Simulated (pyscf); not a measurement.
**Elimination: HO–GeH₃ → O=GeH₂ + hydrogen (H₂)**

Gas phase, singlet surface, charge 0. Bonds broken: O1–H3, Ge2–H4. Bonds formed: H3–H4. Structures and frequencies: ωB97X-D3(BJ)/def2-SVP in PySCF.

Transition state (Å):

```xyz
6

O      0.2031    -1.0362     0.0204
Ge    -0.8078     0.2840     0.3268
H     -1.0911    -1.0755    -0.7610
H     -1.9105    -0.6406    -0.9436
H     -1.7639     0.3537     1.5310
H     -0.6529     1.6465    -0.3723
```

One imaginary mode, 1618i cm⁻¹; descent along it reached the two sides named.

```
bond    change  reactant side (Å)  saddle  product side
------  ------  -----------------  ------  ------------
O1–H3   breaks              0.963   1.512           3.3
Ge2–H4  breaks              1.540   1.920           2.9
H3–H4    forms                3.0   0.945         0.761
```

Electronic energies relative to the reactant's lowest minimum found (kcal/mol):

```tsv
level	barrier	reaction energy	reverse barrier
ωB97X-D3(BJ)/def2-TZVP	80.3	+57.3	23.1
PBE/def2-TZVP	70.5	+48.9	21.6
r²SCAN/def2-TZVP	75.1	+53.6	21.6
B3LYP-D3(BJ)/def2-TZVP	76.9	+52.4	24.5
PBE0-D3(BJ)/def2-TZVP	77.4	+57.2	20.1
M06-2X/def2-TZVP	79.6	+57.2	22.4
ωB97M-D3(BJ)/def2-TZVP	79.6	+56.1	23.4
HF/def2-TZVP	94.5	+65.5	29.0
```

With ωB97M-D3(BJ)/def2-TZVP energies and thermal terms (ideal gas, 1 atm, RRHO with modes under 100 cm⁻¹ raised to 100, one conformer, R ln 2 for chiral ones without a mode under 150 cm⁻¹), in kcal/mol:

```
T (K)   ΔH‡   ΔG‡     ΔH     ΔG
-----  ----  ----  -----  -----
298    75.6  76.1  +51.4  +43.7
600    75.1  76.7  +51.9  +35.7
900    74.8  77.6  +51.8  +27.6
1200   74.5  78.6  +51.4  +19.6
```

At the saddle there is also a short Ge–H contact that neither side keeps. The same reactants have a lower exit, to HO–GeH: [singlet] + H₂ (barrier +60.0 kcal/mol at ωB97M-D3(BJ)/def2-TZVP, against +79.6 kcal/mol here). O=GeH₂ lies 30.4 kcal/mol over its isomer HO–GeH: [singlet] (electronic energy, ωB97M-D3(BJ)/def2-TZVP). One saddle was located; it need not be the lowest between these sides. Elements up to Kr have no core potential and no relativistic terms here.
